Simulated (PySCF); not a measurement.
C4H6S.
SMILES: `S=CC(C)=C`

Method: EOM-IP-CCSD/aug-cc-pVDZ in PySCF, restricted Hartree–Fock reference, frozen core, non-relativistic, gas phase, PBE0-D3(BJ)/def2-SVP geometry.

Hartree–Fock orbital energies give these Koopmans values (eV): HOMO 9.29, HOMO-1 9.59, HOMO-2 12.10, HOMO-3 13.96, HOMO-4 14.42, HOMO-5 14.76, HOMO-6 15.77, HOMO-7 17.01.

Task: What vertical ionisation energies does EOM-IP-CCSD give?

Result: 
| leading hole (HF orbital) | Koopmans (eV) | EOM-IP-CCSD (eV) | change (eV) | one-hole share |
| --- | --- | --- | --- | --- |
| HOMO | 9.29 | 8.58 | -0.71 | 0.95 |
| HOMO-1 | 9.59 | 9.67 | +0.08 | 0.96 |
| HOMO-2 | 12.10 | 11.70 | -0.40 | 0.92 |
| HOMO-3 | 13.96 | 12.76 | -1.20 | 0.94 |
| HOMO-4 | 14.42 | 12.94 | -1.48 | 0.95 |
| HOMO-5 | 14.76 | 13.60 | -1.16 | 0.95 |
| HOMO-6 | 15.77 | 14.66 | -1.11 | 0.93 |
| HOMO-7 | 17.01 | 15.26 | -1.75 | 0.91 |

Task: Does the order of the lines follow the orbital energies?

Result: Yes, no two lines change places. The corrections run from -1.75 to +0.08 eV, with a mean of -0.97 eV over the 8 lines; EOM-IP-CCSD lies above the Koopmans value for HOMO-1. Koopmans values leave out both the relaxation of the orbitals and the change in correlation energy.

Task: At what kinetic energies would He II light (40.81 eV) eject these electrons?

Result: 32.23 eV (HOMO), 31.14 eV (HOMO-1), 29.11 eV (HOMO-2), 28.05 eV (HOMO-3), 27.87 eV (HOMO-4), 27.21 eV (HOMO-5), 26.15 eV (HOMO-6), 25.55 eV (HOMO-7).

Task: What total energy has the lowest final state, and which wavelength reaches it?

Result: E(CCSD) + ionisation energy = -553.23166 + 0.31527 = -552.91639 Eh, at the geometry of the initial state. The threshold wavelength is 1239.84 eV nm/8.58 eV = 144.5 nm.

One root was sought for each valence orbital with −ε under 21 eV, eight at most, so deeper holes and satellites are missing; no vibrational structure.

Conformer computed: `[CH2:1]=[C:2]([CH3:3])[CH:4]=[S:5]`: C1–C2–C4–S5 180°.

One conformer stands for the species.
